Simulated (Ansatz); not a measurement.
# CH3OSi radical: an energy map over angle H4–C1–Si3 and angle H5–Si3–C1

A grid of calculations on CH₃OSi, SMILES [CH]1O[SiH2]1, spin multiplicity 2, to see where the energy is lowest and how it rises around there.

Method: UKS PBE0-D4/def2-TZVP; program: Ansatz 0.2.0.

## (1) The system as given

SMILES `[CH]1O[SiH2]1`, 6 atoms, charge 0, spin multiplicity 2.

Atoms are counted from 1 here; the program's logs count them from 0.

Bond lengths: C1–O2 1.394 Å, C1–Si3 1.796 Å, C1–H4 1.105 Å, O2–Si3 1.775 Å, Si3–H5 1.496 Å, Si3–H6 1.494 Å. Angles: O2–C1–Si3 66.3°, O2–C1–H4 120.3°, Si3–C1–H4 145.9°, C1–O2–Si3 67.8°, C1–Si3–O2 46.0°, C1–Si3–H5 125.3°, C1–Si3–H6 120.8°, O2–Si3–H5 111.5°, O2–Si3–H6 116.1°, H5–Si3–H6 113.7°.

Coordinates:

```xyz
6
CH3OSi
C    -0.9324   -0.6297   -0.0360
O     0.3402   -1.1983   -0.0108
Si    0.3900    0.5670    0.1723
H    -1.7074   -1.0284   -0.7149
H     1.1567    1.2111   -0.9394
H     0.7529    1.0783    1.5287
```

This geometry comes from a loose relaxation at PBE in a small basis, which is not shown.

## (2) Geometry optimisation

input.yaml reads:

```yaml
crystal:
  periodic: [false, false, false]
  atoms:
    - { symbol: C, position_ang: [-0.932421, -0.629682, -0.035957] }
    - { symbol: O, position_ang: [0.340172, -1.198291, -0.010773] }
    - { symbol: Si, position_ang: [0.389993, 0.566995, 0.172287] }
    - { symbol: H, position_ang: [-1.707365, -1.028408, -0.714934] }
    - { symbol: H, position_ang: [1.156726, 1.211121, -0.939361] }
    - { symbol: H, position_ang: [0.752905, 1.078265, 1.528727] }
magnetization:
  spin_polarized: true
  initial_magnetization: 1
basis:
  gaussian: { orbitals: def2-TZVP }
hamiltonian:
  xc: pbe0
  dispersion: d4
output:
  forces: true
relax:
  f_tol: 0.003
  max_steps: 120
```

Launch:

```sh
$ ansatz run input.yaml --threads 1 --pin off --max-ram 2560MiB --backend cpu --events-out ev --progress --plain --runs-dir out
```

Output:

```text
Warning: RAYON_NUM_THREADS=1 ignored (pool sized by the plan → 1); use --threads N
The last accepted step is kept in <dir> (removed where the run ends without a failure and the disk answers)
Engine: ansatz 0.2.0, x86_64-unknown-linux-gnu
Functional definition: PBE0
  parameter a = 0.25
  parameter kappa = 0.804
  parameter beta = 0.06672455060314922
  exchange = (1 - a)*pbe_x(kappa = kappa, mu = beta*pi^2/3) + a*exact_x
  correlation = pbe_c(beta = beta)
731 factors; their error is unknown
mean field evaluation 1: about -10998.1916 eV, gradient 3.2e1 eV
mean field evaluation 2: about -10983.7467 eV, gradient 6.5e1 eV
mean field evaluation 4: about -11002.4415 eV, gradient 5.4e0 eV
mean field evaluation 8: about -11002.5643 eV, gradient 6.2e-2 eV
mean field evaluation 16: about -11002.6008 eV, gradient 1.1e-4 eV
mean field -11002.60084846 eV, -404.3381233503 hartree, gradient 5.1e-5 eV, S^2 0.755770; 0 other end points of the search recorded, 0 dependent functions left out
the calculation of the forces begins
reference -11002.60087622 eV, -404.3381243704 hartree; 16, 15 occupied and 101, 102 virtual orbitals, 731 factors
relax step   1: F+E_penalty+E_count = -11002.67437121 eV  Δ(F+E_penalty+E_count) = +0.000e0 eV  max|allowed force component| = 1.295e0 eV/Å  Δτ_max = 0.0000 Å  (30 SCF iters, accepted)
these checks for a lower state are left out or cut short: starts, cluster_reference, orbital_swaps, neighbouring_geometries, increment
731 factors; their error is unknown
mean field -11002.64380441 eV, -404.3397019523 hartree, gradient 1.8e-5 eV, S^2 0.755735; 0 other end points of the search recorded, 0 dependent functions left out
the calculation of the forces begins
reference -11002.64383205 eV, -404.3397029679 hartree; 16, 15 occupied and 101, 102 virtual orbitals, 731 factors
relax step   2: F+E_penalty+E_count = -11002.71741947 eV  Δ(F+E_penalty+E_count) = -4.305e-2 eV  max|allowed force component| = 9.930e-1 eV/Å  Δτ_max = 0.0238 Å  (37 SCF iters, accepted)
these checks for a lower state are left out or cut short: starts, cluster_reference, orbital_swaps, neighbouring_geometries, increment
731 factors; their error is unknown
mean field evaluation 32: about -11002.6680 eV, gradient 1.0e-5 eV
mean field -11002.66799462 eV, -404.3405909260 hartree, gradient 1.0e-5 eV, S^2 0.755661; 0 other end points of the search recorded, 0 dependent functions left out
the calculation of the forces begins
reference -11002.66802208 eV, -404.3405919353 hartree; 16, 15 occupied and 101, 102 virtual orbitals, 731 factors
relax step   3: F+E_penalty+E_count = -11002.74179430 eV  Δ(F+E_penalty+E_count) = -2.437e-2 eV  max|allowed force component| = 2.604e-1 eV/Å  Δτ_max = 0.0312 Å  (37 SCF iters, accepted)
these checks for a lower state are left out or cut short: starts, cluster_reference, orbital_swaps, neighbouring_geometries, increment
731 factors; their error is unknown
mean field -11002.65002875 eV, -404.3399306924 hartree, gradient 2.7e-5 eV, S^2 0.756247; 0 other end points of the search recorded, 0 dependent functions left out
the calculation of the forces begins
reference -11002.65005583 eV, -404.3399316878 hartree; 16, 15 occupied and 101, 102 virtual orbitals, 731 factors
relax step   4: F+E_penalty+E_count = -11002.72373514 eV  Δ(F+E_penalty+E_count) = +1.806e-2 eV  max|allowed force component| = 6.897e-1 eV/Å  Δτ_max = 0.0875 Å  (34 SCF iters, rejected (line search))
these checks for a lower state are left out or cut short: starts, cluster_reference, orbital_swaps, neighbouring_geometries, increment
731 factors; their error is unknown
mean field -11002.67133966 eV, -404.3407138539 hartree, gradient 2.7e-5 eV, S^2 0.755940; 0 other end points of the search recorded, 0 dependent functions left out
the calculation of the forces begins
reference -11002.67136696 eV, -404.3407148571 hartree; 16, 15 occupied and 101, 102 virtual orbitals, 731 factors
relax step   5: F+E_penalty+E_count = -11002.74507000 eV  Δ(F+E_penalty+E_count) = -3.276e-3 eV  max|allowed force component| = 1.172e-1 eV/Å  Δτ_max = 0.0416 Å  (35 SCF iters, accepted)
these checks for a lower state are left out or cut short: starts, cluster_reference, orbital_swaps, neighbouring_geometries, increment
731 factors; their error is unknown
mean field -11002.67216439 eV, -404.3407441624 hartree, gradient 2.2e-5 eV, S^2 0.755877; 0 other end points of the search recorded, 0 dependent functions left out
the calculation of the forces begins
reference -11002.67219171 eV, -404.3407451661 hartree; 16, 15 occupied and 101, 102 virtual orbitals, 731 factors
relax step   6: F+E_penalty+E_count = -11002.74591185 eV  Δ(F+E_penalty+E_count) = -8.418e-4 eV  max|allowed force component| = 5.440e-2 eV/Å  Δτ_max = 0.0117 Å  (35 SCF iters, accepted)
these checks for a lower state are left out or cut short: starts, cluster_reference, orbital_swaps, neighbouring_geometries, increment
731 factors; their error is unknown
mean field -11002.67228275 eV, -404.3407485120 hartree, gradient 2.2e-5 eV, S^2 0.755872; 0 other end points of the search recorded, 0 dependent functions left out
the calculation of the forces begins
reference -11002.67231009 eV, -404.3407495167 hartree; 16, 15 occupied and 101, 102 virtual orbitals, 731 factors
relax step   7: F+E_penalty+E_count = -11002.74602946 eV  Δ(F+E_penalty+E_count) = -1.176e-4 eV  max|allowed force component| = 1.917e-2 eV/Å  Δτ_max = 0.0047 Å  (36 SCF iters, accepted)
these checks for a lower state are left out or cut short: starts, cluster_reference, orbital_swaps, neighbouring_geometries, increment
731 factors; their error is unknown
mean field evaluation 64: about -11002.6723 eV, gradient 1.6e-4 eV
mean field -11002.67229026 eV, -404.3407487880 hartree, gradient 1.3e-5 eV, S^2 0.755870; 0 other end points of the search recorded, 0 dependent functions left out
the calculation of the forces begins
reference -11002.67231760 eV, -404.3407497926 hartree; 16, 15 occupied and 101, 102 virtual orbitals, 731 factors
relax step   8: F+E_penalty+E_count = -11002.74603728 eV  Δ(F+E_penalty+E_count) = -7.826e-6 eV  max|allowed force component| = 5.410e-3 eV/Å  Δτ_max = 0.0009 Å  (27 SCF iters, accepted)
these checks for a lower state are left out or cut short: starts, cluster_reference, orbital_swaps, neighbouring_geometries, increment
731 factors; their error is unknown
mean field -11002.67229149 eV, -404.3407488332 hartree, gradient 3.7e-5 eV, S^2 0.755871; 0 other end points of the search recorded, 0 dependent functions left out
the calculation of the forces begins
reference -11002.67231883 eV, -404.3407498378 hartree; 16, 15 occupied and 101, 102 virtual orbitals, 731 factors
relax step   9: F+E_penalty+E_count = -11002.74603808 eV  Δ(F+E_penalty+E_count) = -7.956e-7 eV  max|allowed force component| = 1.020e-3 eV/Å  Δτ_max = 0.0002 Å  (23 SCF iters, accepted)
731 factors; their error is unknown
mean field -11002.67229149 eV, -404.3407488332 hartree, gradient 3.7e-5 eV, S^2 0.755871; 1 other end points of the search recorded, 0 dependent functions left out
the calculation of the forces begins
reference -11002.67231883 eV, -404.3407498378 hartree; 16, 15 occupied and 101, 102 virtual orbitals, 731 factors
Total energy: -11002.74606542 eV, -404.3434599749 hartree
Atom 0 at    -0.930078    -0.590305    -0.068851 Å, force    -0.000813    -0.000866     0.000063 eV/Å
Atom 1 at     0.340824    -1.168919     0.004136 Å, force    -0.000024     0.000391    -0.000081 eV/Å
Atom 2 at     0.409408     0.526122     0.167315 Å, force     0.001020     0.000297     0.000091 eV/Å
Atom 3 at    -1.696984    -1.037922    -0.687013 Å, force    -0.000082     0.000071    -0.000069 eV/Å
Atom 4 at     1.138816     1.211860    -0.920421 Å, force     0.000030     0.000022    -0.000028 eV/Å
Atom 5 at     0.738025     1.059164     1.504822 Å, force    -0.000131     0.000084     0.000023 eV/Å
Dipole moment:     0.025264     0.364719    -0.053733 e Å
```

Run time: 44 s. Hardware: 1 thread of Intel Xeon Platinum 8259CL at 2.50GHz (Skylake/Cascade Lake), shared host; peak memory 0.23 GiB.

Step by step: (the energy doesn't fall at every step)

| step | energy from step 1 (eV) | largest force component (eV/Å) |
| --- | --- | --- |
| 1 | 0.0000 | 1.2954 |
| 2 | -0.0430 | 0.9930 |
| 3 | -0.0674 | 0.2604 |
| 4 | -0.0494 | 0.6897 |
| 5 | -0.0707 | 0.1172 |
| 6 | -0.0715 | 0.0544 |
| 7 | -0.0717 | 0.0192 |
| 8 | -0.0717 | 0.0054 |
| 9 | -0.0717 | 0.0010 |

Close pairs (by a distance rule), those that changed most:

| bond | before (Å) | after (Å) | change (Å) |
| --- | --- | --- | --- |
| O2–Si3 | 1.775 | 1.704 | -0.071 |
| C1–Si3 | 1.796 | 1.760 | -0.036 |
| C1–H4 | 1.105 | 1.082 | -0.023 |
| Si3–H5 | 1.496 | 1.478 | -0.018 |
| Si3–H6 | 1.494 | 1.477 | -0.017 |
| C1–O2 | 1.394 | 1.398 | +0.004 |

## (3) Plan of the scan

- angle H4–C1–Si3: 9 values from 106.5 to 179.0 °
- angle H5–Si3–C1: 9 values from 79.8 to 169.8 °

Nothing else is relaxed (all other coordinates rigid). Energies count from the relaxed molecule at the same level.

Of the runs on the grid, 3 are shown in the steps below; the others differ only in the two coordinates.

## (4) The run at angle H4–C1–Si3 = 115.6°, angle H5–Si3–C1 = 169.8°

input.yaml reads:

```yaml
crystal:
  periodic: [false, false, false]
  atoms:
    - { symbol: C, position_ang: [-0.930078, -0.590305, -0.068851] }
    - { symbol: O, position_ang: [0.340824, -1.168919, 0.004136] }
    - { symbol: Si, position_ang: [0.409408, 0.526122, 0.167315] }
    - { symbol: H, position_ang: [-1.367536, -0.592961, -1.058423] }
    - { symbol: H, position_ang: [1.535653, 1.4816, 0.103482] }
    - { symbol: H, position_ang: [0.738025, 1.059164, 1.504822] }
magnetization:
  spin_polarized: true
  initial_magnetization: 1
basis:
  gaussian: { orbitals: def2-TZVP }
hamiltonian:
  xc: pbe0
  dispersion: d4
output:
  forces: true
```

Launch:

```sh
$ ansatz run input.yaml --threads 1 --pin off --max-ram 2560MiB --backend cpu --events-out ev --progress --plain --runs-dir out
```

Output:

```text
Warning: RAYON_NUM_THREADS=1 ignored (pool sized by the plan → 1); use --threads N
[... 7 set-up lines as earlier in the session ...]
731 factors; their error is unknown
mean field evaluation 1: about -10996.6600 eV, gradient 3.1e1 eV
mean field evaluation 2: about -10987.0177 eV, gradient 5.7e1 eV
mean field evaluation 4: about -11000.5726 eV, gradient 4.3e0 eV
mean field evaluation 8: about -11000.6542 eV, gradient 7.2e-2 eV
mean field evaluation 16: about -11000.6901 eV, gradient 3.7e-4 eV
mean field -11000.69011832 eV, -404.2679053127 hartree, gradient 3.3e-5 eV, S^2 0.756490; 0 other end points of the search recorded, 0 dependent functions left out
the calculation of the forces begins
reference -11000.69014514 eV, -404.2679062982 hartree; 16, 15 occupied and 101, 102 virtual orbitals, 731 factors
Total energy: -11000.76385320 eV, -404.2706150197 hartree
Atom 0 at    -0.930078    -0.590305    -0.068851 Å, force     0.240760     0.613811    -1.505678 eV/Å
Atom 1 at     0.340824    -1.168919     0.004136 Å, force     0.010802     0.019406    -0.048243 eV/Å
Atom 2 at     0.409408     0.526122     0.167315 Å, force     1.420717     1.303765     2.990883 eV/Å
Atom 3 at    -1.367536    -0.592961    -1.058423 Å, force    -0.925500    -0.985754    -0.066396 eV/Å
Atom 4 at     1.535653     1.481600     0.103482 Å, force     0.461274    -0.087905    -2.829842 eV/Å
Atom 5 at     0.738025     1.059164     1.504822 Å, force    -1.208053    -0.863322     1.459276 eV/Å
Dipole moment:    -0.024318     0.284173    -0.288560 e Å
```

Run time: 6 s. Hardware: 1 thread of Intel Xeon Platinum 8259CL at 2.50GHz (Skylake/Cascade Lake), shared host; peak memory 0.22 GiB.

Energy on the map's scale: 1.98 eV.

## (5) Grid point angle H4–C1–Si3 = 160.9°, angle H5–Si3–C1 = 113.6°

Changes to input.yaml since step 4:

```diff
@@ -6,4 +6,4 @@
     - { symbol: Si, position_ang: [0.409408, 0.526122, 0.167315] }
-    - { symbol: H, position_ang: [-1.367536, -0.592961, -1.058423] }
-    - { symbol: H, position_ang: [1.535653, 1.4816, 0.103482] }
+    - { symbol: H, position_ang: [-1.737947, -1.132312, -0.542355] }
+    - { symbol: H, position_ang: [0.956712, 1.069133, -1.094049] }
     - { symbol: H, position_ang: [0.738025, 1.059164, 1.504822] }
```

Launch:

```sh
$ ansatz run input.yaml --threads 1 --pin off --max-ram 2560MiB --backend cpu --events-out ev --progress --plain --runs-dir out
```

Output:

```text
Warning: RAYON_NUM_THREADS=1 ignored (pool sized by the plan → 1); use --threads N
[... 7 set-up lines as earlier in the session ...]
731 factors; their error is unknown
mean field evaluation 1: about -10998.0206 eV, gradient 3.3e1 eV
mean field evaluation 2: about -10985.9649 eV, gradient 6.2e1 eV
mean field evaluation 4: about -11002.4263 eV, gradient 5.0e0 eV
mean field evaluation 8: about -11002.5292 eV, gradient 6.0e-2 eV
mean field evaluation 16: about -11002.5660 eV, gradient 7.4e-5 eV
mean field -11002.56600975 eV, -404.3368430512 hartree, gradient 7.4e-5 eV, S^2 0.756360; 0 other end points of the search recorded, 0 dependent functions left out
the calculation of the forces begins
reference -11002.56603689 eV, -404.3368440486 hartree; 16, 15 occupied and 101, 102 virtual orbitals, 731 factors
Total energy: -11002.63990244 eV, -404.3395585575 hartree
Atom 0 at    -0.930078    -0.590305    -0.068851 Å, force    -0.028969    -0.231208     0.307344 eV/Å
Atom 1 at     0.340824    -1.168919     0.004136 Å, force     0.053369    -0.045825     0.123050 eV/Å
Atom 2 at     0.409408     0.526122     0.167315 Å, force    -0.535837    -0.512000    -0.608451 eV/Å
Atom 3 at    -1.737947    -1.132312    -0.542355 Å, force     0.007309     0.188025    -0.024250 eV/Å
Atom 4 at     0.956712     1.069133    -1.094049 Å, force     0.342318     0.435780     0.361925 eV/Å
Atom 5 at     0.738025     1.059164     1.504822 Å, force     0.161810     0.165228    -0.159618 eV/Å
Dipole moment:     0.056584     0.398694     0.012428 e Å
```

Run time: 4.2 s. Hardware: 1 thread of Intel Xeon Platinum 8259CL at 2.50GHz (Skylake/Cascade Lake), shared host; peak memory 0.22 GiB.

Energy on the map's scale: 0.11 eV.

## (6) The run at angle H4–C1–Si3 = 151.8°, angle H5–Si3–C1 = 124.8°

Changes to input.yaml since step 5:

```diff
@@ -6,4 +6,4 @@
     - { symbol: Si, position_ang: [0.409408, 0.526122, 0.167315] }
-    - { symbol: H, position_ang: [-1.737947, -1.132312, -0.542355] }
-    - { symbol: H, position_ang: [0.956712, 1.069133, -1.094049] }
+    - { symbol: H, position_ang: [-1.698676, -1.041251, -0.682474] }
+    - { symbol: H, position_ang: [1.138373, 1.211518, -0.920933] }
     - { symbol: H, position_ang: [0.738025, 1.059164, 1.504822] }
```

Launch:

```sh
$ ansatz run input.yaml --threads 1 --pin off --max-ram 2560MiB --backend cpu --events-out ev --progress --plain --runs-dir out
```

Output:

```text
Warning: RAYON_NUM_THREADS=1 ignored (pool sized by the plan → 1); use --threads N
[... 7 set-up lines as earlier in the session ...]
731 factors; their error is unknown
mean field evaluation 1: about -10998.3827 eV, gradient 3.2e1 eV
mean field evaluation 2: about -10987.9943 eV, gradient 5.9e1 eV
mean field evaluation 4: about -11002.5494 eV, gradient 4.5e0 eV
mean field evaluation 8: about -11002.6357 eV, gradient 5.4e-2 eV
mean field evaluation 16: about -11002.6723 eV, gradient 9.5e-5 eV
mean field -11002.67227837 eV, -404.3407483509 hartree, gradient 2.9e-5 eV, S^2 0.755885; 0 other end points of the search recorded, 0 dependent functions left out
the calculation of the forces begins
reference -11002.67230551 eV, -404.3407493482 hartree; 16, 15 occupied and 101, 102 virtual orbitals, 731 factors
Total energy: -11002.74604900 eV, -404.3434593718 hartree
Atom 0 at    -0.930078    -0.590305    -0.068851 Å, force     0.000399    -0.003489     0.004489 eV/Å
Atom 1 at     0.340824    -1.168919     0.004136 Å, force     0.003478     0.000186     0.001873 eV/Å
Atom 2 at     0.409408     0.526122     0.167315 Å, force    -0.005940    -0.005851    -0.005903 eV/Å
Atom 3 at    -1.698676    -1.041251    -0.682474 Å, force     0.001472     0.006773    -0.001407 eV/Å
Atom 4 at     1.138373     1.211518    -0.920933 Å, force     0.000487     0.001436     0.001403 eV/Å
Atom 5 at     0.738025     1.059164     1.504822 Å, force     0.000104     0.000945    -0.000455 eV/Å
Dipole moment:     0.025163     0.364517    -0.052822 e Å
```

It took 4.7 s on 1 thread of Intel Xeon Platinum 8259CL at 2.50GHz (Skylake/Cascade Lake), shared host; peak memory 0.22 GiB.

That is 0.00 eV from the zero.

## (7) The map

81 points were computed. Energies in eV, from the relaxed molecule at the same level:

```
angle H5–Si3–C1 (°) ↓, angle H4–C1–Si3 (°) →  106.5  115.6  124.6  133.7  142.7  151.8  160.9  169.9  179.0
                                       169.8   2.25   1.98   1.80   1.69   1.64   1.63   1.65   1.70   1.76
                                       158.6   1.53   1.27   1.09   0.97   0.92   0.90   0.92   0.96   1.02
                                       147.3   1.02   0.76   0.58   0.47   0.41   0.39   0.41   0.44   0.49
                                       136.1   0.70   0.45   0.28   0.17   0.11   0.10   0.11   0.14   0.18
                                       124.8   0.58   0.34   0.17   0.07   0.01   0.00   0.01   0.04   0.07
                                       113.6   0.64   0.40   0.25   0.15   0.10   0.09   0.11   0.13   0.15
                                       102.3   0.88   0.66   0.51   0.42   0.38   0.38   0.39   0.41   0.43
                                        91.1   1.31   1.09   0.95   0.87   0.84   0.84   0.86   0.88   0.89
                                        79.8   1.95   1.73   1.59   1.51   1.48   1.48   1.50   1.51   1.52
```

On the same grid, dipole moment (D):

```tsv
angle H5–Si3–C1 (°) ↓, angle H4–C1–Si3 (°) →	106.5	115.6	124.6	133.7	142.7	151.8	160.9	169.9	179.0
169.8	1.99	1.95	1.89	1.82	1.73	1.64	1.55	1.48	1.43
158.6	1.99	1.93	1.86	1.78	1.69	1.60	1.51	1.44	1.40
147.3	1.97	1.91	1.84	1.75	1.66	1.58	1.50	1.44	1.41
136.1	2.02	1.95	1.88	1.79	1.71	1.63	1.57	1.53	1.51
124.8	2.13	2.07	2.00	1.92	1.84	1.77	1.72	1.70	1.70
113.6	2.31	2.25	2.18	2.10	2.03	1.98	1.94	1.92	1.93
102.3	2.50	2.45	2.38	2.32	2.25	2.20	2.17	2.15	2.16
91.1	2.69	2.63	2.57	2.50	2.44	2.39	2.35	2.34	2.35
79.8	2.80	2.74	2.66	2.58	2.50	2.43	2.37	2.34	2.34
```

## (8) Results

```
               quantity                                                                                                                                              value
           lowest point                                                                                        angle H4–C1–Si3 = 151.8°, angle H5–Si3–C1 = 124.8°, 0.00 eV
 highest computed point                                                                       angle H4–C1–Si3 = 106.5°, angle H5–Si3–C1 = 169.8°, 2.25 eV above the lowest
      dipole moment (D)  1.40 at angle H4–C1–Si3 = 179.0°, angle H5–Si3–C1 = 158.6° to 2.80 at angle H4–C1–Si3 = 106.5°, angle H5–Si3–C1 = 79.8°; 1.77 at the lowest point
time for the whole task                                                                                                                   7.9 min on 1 thread, shared host
```

The lowest computed point is at angle H4–C1–Si3 = 151.8°, angle H5–Si3–C1 = 124.8°, 0.00 eV from the relaxed molecule at the same level. The grid shows no other well, apart from its symmetry copies. The highest computed point, angle H4–C1–Si3 = 106.5°, angle H5–Si3–C1 = 169.8°, lies 2.25 eV above the lowest. Round the minimum the two coordinates are nearly uncoupled.
